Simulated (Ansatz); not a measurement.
Species: tetrafluorosilane, SiF$_{4}$, net charge 0, singlet state. SMILES: F[Si](F)(F)F
Geometry from a B3LYP-D3(BJ)/def2-TZVP (Ansatz, a first-principles code) optimisation:
```
Si
F 1 1.5673
F 1 1.5673 2 109.47
F 1 1.5673 2 109.47 3 -120.00
F 1 1.5673 2 109.47 4 -120.00
```

HF/3-21G beside other levels, property by property. Conventions: non-relativistic; open shells spin-unrestricted; no spin-orbit coupling; atomisation electronic, to ground-state atoms; valence correlation only; 6-31G* and kin with 6d, 5d where marked; no dispersion term unless named. Basis-set limits of correlation are two-point, X^-3; Hartree-Fock from the larger set. The bracket is a focal-point correction in the basis named. Ab initio and DFT rows: single points at B3LYP-D3(BJ) geometries (Ansatz), with unscaled harmonic terms from B3LYP/6-31G* at its own minima, enthalpies of formation by atomisation with measured atoms.

Measured values: G2/97 table in ASE (Curtiss et al.); they hold spin-orbit and core effects, anharmonicity. For F[Si](F)(F)F (enthalpy of formation at 298 K) the tabulated value and RI-MP2/CBS(aug-cc-pV(T+d)Z,aug-cc-pV(Q+d)Z)+[CCSD(T)-MP2]/aug-cc-pV(T+d)Z (Ansatz) part by 3.1 kcal/mol: another conformer or state, missing terms or a fault of the table's entry are possible. Coupled cluster (Ansatz) is a level with limits of its own, used here on species with T1 under 0.025 (0.045 for open shells) and stable references: (a) RI-MP2/CBS(aug-cc-pV(T+d)Z,aug-cc-pV(Q+d)Z)+[CCSD(T)-MP2]/aug-cc-pV(T+d)Z; (b) RI-MP2/CBS(cc-pV(T+d)Z,cc-pV(Q+d)Z)+[CCSD(T)-MP2]/cc-pV(T+d)Z.

```tsv
property	HF/3-21G (Ansatz)	MP2/6-31G* (Ansatz)	r2SCAN-D4/def2-TZVPD (Ansatz + dftd4)	B2PLYP-D3(BJ)/def2-TZVPD (Ansatz + dftd3)	to compare with
F-Si bond dissociation enthalpy at 298 K, to F[Si](F)F + F atom (kcal/mol)	114.3	164.4	159.3	160.8	166.7 coupled cluster (b)
enthalpy of formation at 298 K (kcal/mol)	-155.8	-374.3	-380.8	-376.2	-386.0 measured
atomisation energy (kcal/mol)	342.9	561.5	567.9	563.4	576.3 coupled cluster (a)
```

As the rows show:
- F-Si bond dissociation enthalpy at 298 K, to F[Si](F)F + F atom: HF/3-21G lies 52.4 kcal/mol below coupled cluster.
- enthalpy of formation at 298 K: HF/3-21G lies 230.2 kcal/mol above the measured value.
- atomisation energy: HF/3-21G lies 233.4 kcal/mol below coupled cluster.

The properties are those with a value to compare with, at most eight drawn at random. No case is left out for the size of its miss. Left out are saddle points of the reference geometry, anions that the best level run finds unbound, excited spin states, species near biochemistry, cases with under five habitual levels, runs that failed or whose electronic state is in doubt, and table entries that another table contradicts.
